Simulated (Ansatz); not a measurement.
Geometry optimisation, UKS r2SCAN-D4/STO-3G (Ansatz 0.2.0).

Input:

```yaml
crystal:
  periodic: [false, false, false]
  atoms:
    - { symbol: F, position_ang: [-0.8476, -1.3508, 1.2825] }
    - { symbol: C, position_ang: [0.1784, -0.7957, 0.6318] }
    - { symbol: Cl, position_ang: [1.5414, -1.8713, 0.7795] }
    - { symbol: C, position_ang: [-0.0415, -0.2245, -0.7717] }
    - { symbol: C, position_ang: [-0.1756, 1.1004, -0.0682] }
    - { symbol: O, position_ang: [0.4883, 0.5668, 1.1069] }
    - { symbol: H, position_ang: [0.7255, -0.317, -1.4896] }
    - { symbol: H, position_ang: [-1.014, -0.5541, -1.2244] }
    - { symbol: H, position_ang: [-1.1764, 1.4825, 0.2444] }
    - { symbol: H, position_ang: [0.4045, 1.9126, -0.4881] }
magnetization:
  spin_polarized: true
basis:
  gaussian: { orbitals: STO-3G }
hamiltonian:
  xc: r2scan
  dispersion: d4
relax:
  f_tol: 0.02
  max_steps: 50
```

Run as:

```bash
$ ansatz run input.yaml --threads 1 --pin off --max-ram 2048MiB --backend cpu --events-out ev --progress --plain --runs-dir out
```

Where does it end, and by what steps?

It converged. Limits of this set-up: minimal basis. After 9 steps the energy has fallen by 0.926 eV; Cl3 moved furthest, 0.53 Å.

```tsv
step	energy less start (eV)	largest force component (eV/Å)	accepted
0	0.0000	4.970	yes
1	-0.7335	1.407	yes
2	-0.8348	0.859	yes
3	-0.8554	1.309	yes
4	-0.9098	0.325	yes
5	-0.9225	0.082	yes
6	-0.9250	0.128	yes
7	-0.9261	0.089	yes
8	-0.9264	0.027	yes
9	-0.9265	0.016	yes
```

```xyz
10
Properties=species:S:1:pos:R:3
F -0.694 -1.755 1.242
C 0.103 -0.814 0.661
Cl 1.915 -1.494 0.736
C -0.227 -0.234 -0.769
C -0.104 1.152 -0.066
O -0.003 0.505 1.295
H 0.513 -0.460 -1.551
H -1.248 -0.481 -1.102
H -0.990 1.816 -0.125
H 0.818 1.715 -0.318
```

Run time: 37 s on 1 CPU thread of a shared host.
